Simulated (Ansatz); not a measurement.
Geometry optimisation, UKS PBE0/STO-3G (Ansatz 0.2.0).

The input (input.yaml):

```yaml
crystal:
  periodic: [false, false, false]
  atoms:
    - { symbol: C, position_ang: [-0.98, 0.6279, -0.8725] }
    - { symbol: Si, position_ang: [-0.197, -0.6451, 0.0974] }
    - { symbol: P, position_ang: [1.2218, 0.2876, 1.4886] }
    - { symbol: H, position_ang: [-1.6697, 0.2511, -1.5945] }
    - { symbol: H, position_ang: [-0.3064, 1.2522, -1.4814] }
    - { symbol: H, position_ang: [-1.5804, 1.3812, -0.2422] }
    - { symbol: H, position_ang: [0.5911, -1.5594, -0.782] }
    - { symbol: H, position_ang: [-1.1379, -1.4078, 0.8799] }
    - { symbol: H, position_ang: [1.9097, -0.8875, 1.9422] }
    - { symbol: H, position_ang: [2.2317, 0.6485, 0.5676] }
magnetization:
  spin_polarized: true
basis:
  gaussian: { orbitals: STO-3G }
hamiltonian:
  xc: pbe0
relax:
  f_tol: 0.02
  max_steps: 40
```

Run as:

```bash
$ ansatz run input.yaml --threads 1 --pin off --max-ram 2048MiB --backend cpu --events-out ev --progress --plain --runs-dir out
```

Question: Where does it end, and by what steps?

Answer: The forces met the threshold. Limits of this set-up: minimal basis. After 5 steps the energy has fallen by 0.358 eV; P3 moved furthest, 0.09 Å.

```tsv
step	energy less start (eV)	largest force component (eV/Å)	accepted
0	0.0000	3.959	yes
1	-0.0591	1.814	yes
2	-0.3356	0.627	yes
3	-0.3524	0.189	yes
4	-0.3572	0.060	yes
5	-0.3579	0.010	yes
```

```xyz
10
Properties=species:S:1:pos:R:3
C -1.009 0.668 -0.900
Si -0.127 -0.625 0.127
P 1.260 0.320 1.569
H -1.709 0.201 -1.600
H -0.304 1.264 -1.486
H -1.580 1.355 -0.269
H 0.557 -1.536 -0.767
H -1.109 -1.395 0.855
H 1.879 -0.902 1.887
H 2.225 0.600 0.585
```

Time of the run: 10 s on 1 thread of Intel(R) Xeon(R) Platinum 8488C (Sapphire Rapids), with other jobs on the host, peak memory 0.16 GiB.
